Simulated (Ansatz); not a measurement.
## C2H6O, singlet: cost against accuracy

Geometry (MP2(full)/6-31G*, from the G2/97 set):

```xyz
9

C     1.2220   -0.3818    0.0000
C     0.0538    0.5781    0.0000
O    -1.1363   -0.2090    0.0000
H    -1.8928    0.4002    0.0000
H     0.0964    1.2261    0.8869
H     0.0964    1.2261   -0.8869
H     2.1697    0.1634    0.0000
H     1.1824   -1.0186    0.8859
H     1.1824   -1.0186   -0.8859
```

Measured, as an electronic atomization energy: 3388.9 kJ/mol (G2/97 heats of formation of molecule and atoms, with zero-point and thermal terms from B3LYP taken off; Curtiss et al., J. Chem. Phys. 106, 1063 (1997), Staroverov et al., J. Chem. Phys. 119, 12129 (2003)). The measured value holds scalar relativity and spin–orbit coupling, which all computed ones lack, and core correlation, which the wave-function levels lack. Atoms are taken at the same level; beside RHF, RMP2 and RCC rows they are unrestricted. Ansatz 0.2.0; the 6-31G* set has Cartesian d functions; a miss is computed less measured; times are wall times on shared hosts and scatter by a factor of two or so.

```csv
level,basis,miss (kJ/mol),time of the run,hardware
RHF,cc-pVDZ,-945.4,0.45 s,1 CPU thread
RMP2,cc-pVDZ,-221.2,–,–
RCCSD(T),cc-pVDZ,-246.5,1.4 s,1 CPU thread
RCCSDT(Q),cc-pVDZ,-244.4,14 s,H100 + 5 CPU threads
RHF,cc-pVTZ,-900.1,1.9 s,1 CPU thread
RMP2,cc-pVTZ,-45.7,–,–
RCCSD(T),cc-pVTZ,-78.5,8 s,H100 + 5 CPU threads
RCCSDT(Q),cc-pVTZ,-78.6,3.3 min,H100 + 5 CPU threads
RHF,cc-pVQZ,-895.1,7.5 s,1 CPU thread
RMP2,cc-pVQZ,4.4,–,–
RCCSD(T),cc-pVQZ,-32.3,12 s,H100 + 5 CPU threads
```

HF's time is that of a plain UHF run. A dash: the level came out of a higher level's run.

A composite of the best parts (restricted reference, at this geometry, which isn't the minimum of the high levels):

```tsv
part	kJ/mol
Hartree–Fock limit (T, Q; exp(−5.46 √X))	2495.25
CCSD(T) correlation limit (T, Q; X⁻³)	892.90
CCSDT − CCSD(T) (TZ)	-2.19
(Q) (TZ)	2.09
sum	3388.1
sum less measured	-0.8
```
